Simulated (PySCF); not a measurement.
## Electron detachment from ethoxide

Molecule: `CC[O-]` ([C2H5O]-). Coordinates in Å; atoms count from 1 in this order:
```
C     0.6841   -0.1775   -0.3105
C    -0.6960    0.2027    0.2888
O    -1.2784    1.2449   -0.2763
H     1.1361   -1.0581    0.1935
H     0.5756   -0.4016   -1.3872
H     1.3787    0.6774   -0.2223
H    -0.4917    0.3087    1.4139
H    -1.2972   -0.7745    0.2460
```

Computed at PBE0-D3(BJ)/ma-def2-TZVP // PBE0-D3(BJ)/ma-def2-SVP with PySCF (density fitting, grid level 2). Thermal corrections: PBE0-D3(BJ)/ma-def2-SVP frequencies, unscaled, ideal gas at 298.15 K and 1 bar, quasi-RRHO entropy.

Frontier levels of the parent: HOMO 0.35 eV, LUMO 3.71 eV.

Oxidation to the radical:
* Vertical detachment energy (electronic): 1.67 eV
* Adiabatic detachment energy (with zero-point energy): 1.46 eV
* Adiabatic, electronic part: 1.46 eV
* Vertical gap at the product's structure: 1.30 eV
* Inner reorganisation energy (four-point): 367 meV
* Relaxation of product / of parent: 210 / 158 meV
* ⟨S²⟩ of the product: 0.755
* Largest spin populations: O3 0.89
* Largest changes of atomic charge: O3 0.60, H (on C2) 0.17, H (on C2) 0.17, C2 -0.09
* Distances that move most (Å): C1–C2 1.552 → 1.517; C2–O3 1.321 → 1.352; C2–H 1.148 → 1.117; C2–H 1.148 → 1.117

Against the Active Thermochemical Tables (version 1.112): detachment energy to the radical 1.71 (computed 1.46, error -0.25) eV.

Hardware: 1 thread of Arm Neoverse N1, shared with other jobs. Command: `OMP_NUM_THREADS=1 python redox_run.py task.json out`. Structures, frequencies and single points: 4.4 min.
